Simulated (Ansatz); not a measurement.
Mulliken charges of `B[SiH2]F` from r2SCAN/def2-TZVPP in Ansatz (PBE0-D4/def2-TZVP geometry).

```csv
atom,x (Å),y (Å),z (Å),charge (e)
B1,-0.946,0.256,-0.690,-0.058
Si2,0.639,-0.187,0.446,0.530
F3,0.788,-1.755,0.761,-0.336
H4,-1.718,-0.554,-1.108,0.028
H5,-1.135,1.404,-0.971,0.017
H6,0.542,0.520,1.754,-0.090
H7,1.890,0.249,-0.236,-0.090
```

Problem. By hand: the dipole of these point charges (1 e Å = 4.8032 D).

Solution. Σ q r = (-0.158, 0.415, -0.163) e Å, of length 0.473 e Å = 2.27 D.

Problem. How does the dipole of the full density compare? (An estimate is asked.)

Solution. The calculation gave: (-0.093, 0.247, -0.097) e Å, 1.35 D; the point charges give 1.68 times that, at 0° from its direction.

Point charges leave out the atoms' own dipoles, such as those of lone pairs, and Mulliken's split depends on the basis, so the two needn't agree.
